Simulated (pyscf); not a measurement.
Optimised with ωB97X-D3(BJ)/def2-SVP in PySCF. Correlated levels are frozen-core, on RHF or UHF. ΔMP2 is the change of the MP2 total energy from the triple- to the quadruple-zeta basis.

### Question
What are the homolytic bond dissociation enthalpies (298 K) of :HC–CH₂–C≡CH [singlet] at CCSD(T)/def2-TZVPP + ΔMP2(QZVPP), weakest first?

### Answer
C–H to •HC=CH–C≡CH + H•: 35.3 kcal/mol; C–C to •HC=CH₂ + •C≡CH: 59.6 kcal/mol. Ring and multiple bonds, and those that leave no two simple radicals, are not listed. The radicals are drawn with the spin at the cut bond; how far it spreads was not checked. :HC–CH₂–C≡CH [singlet] lies 79.0 kcal/mol over its isomer HC≡C–CH=CH₂, and others may lie lower still (electronic energy, ωB97M-D3(BJ)). •HC=CH–C≡CH lies 12.5 kcal/mol over its isomer •HC=C=C=CH₂, and others may lie lower still (electronic energy, ωB97M-D3(BJ)). Other isomers of •HC=CH₂ were not searched in full and may lie lower. A restricted singlet here is unstable towards spin polarisation, as is usual where a triplet lies low; its energy is less safe. The CCSD(T) − MP2 part came from Ansatz, without density fitting, on the same reference. An open-shell T1 diagnostic exceeds 0.045. A UHF reference is spin-contaminated (<S²> up to 1.20), which harms MP2 most. C₂H has a Π state close over its Σ ground state, and the state reached was not checked.
